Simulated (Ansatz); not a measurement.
# Mg2H (quartet): from Hartree-Fock to the top rungs, def2-QZVPP

One table from this session's results is given with a row withheld; the runs are named, their logs left out.

The runs use Ansatz 0.2.0, Gaussian basis; def2-QZVPP, core rule «outside noble gas», up to 10 orbitals frozen.

Plan: UHF; ROHF; CCSD(T) on UHF.

2 further runs of the same task are left out: 2 set aside as unsound or not needed.

## The geometry

The geometry is a PBE0/def2-TZVP stationary point (not a proven minimum) of the parent state, kept for this charge and spin.

3 atoms, charge 0, spin multiplicity 4.

Atoms are counted from 1 here; the program's logs count them from 0.

Bond lengths: Mg1–H3 1.736 Å.

The first run:

File in.yaml:

```yaml
crystal:
  periodic: [false, false, false]
  atoms:
    - {symbol: Mg, position_ang: [0.000000, 0.000000, 0.437459]}
    - {symbol: Mg, position_ang: [0.000000, 0.000000, -2.610772]}
    - {symbol: H, position_ang: [0.000000, 0.000000, 2.173313]}
basis:
  gaussian: {orbitals: "def2-QZVPP.json"}
magnetization: {spin_polarized: true, initial_magnetization: 3}
hamiltonian: {xc: hf}
output: {orbitals: {seedname: orbitals}}
```

Started as:

```
> ansatz run in.yaml --threads 1 --pin off --events-out ev --progress --plain --max-ram 2393MiB
```

Among the steps run: UHF; ROHF; CCSD(T) on UHF.

One of the session's tables, all rows but one given; the rest of the session is left out.

| method | from UCCSD(T) (meV) |
| --- | --- |
| ROHF | +1533.4 |
| UHF | ? |
| UMP2 | +417.4 |
| UCCSD | +27.7 |
| UCCSD(T) | 0 |

Estimate the missing values for UHF.

The run gave: from UCCSD(T) (meV): +1516.7. In the column «from UCCSD(T) (meV)» it lies between UMP2 (+417.4) and ROHF (+1533.4).
